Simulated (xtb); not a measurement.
xtb input:

```bash
xtb mol.xyz --gfn 1 --sp --chrg 1 --uhf 0
```
mol.xyz:
```
11

C      1.25811390    -0.39527654    -0.00165926
C      0.11989565     0.60015541    -0.00836938
N     -1.22240368    -0.12486235     0.00816391
H      2.20053556     0.15158906    -0.01375427
H      1.24981792    -1.01581769     0.89610031
H      1.24027555    -1.03872164    -0.88300628
H      0.11163414     1.22156711    -0.90196144
H      0.12113265     1.24436577     0.86896693
H     -1.30874728    -0.71355094     0.84090172
H     -1.31759220    -0.73478083    -0.80816955
H     -2.00828788     0.53011236     0.00394702
```

### Question
What final total energy does it print?

### Answer
-11.30517 Eh (GFN1-xTB).

It need not be the lowest isomer of its formula.
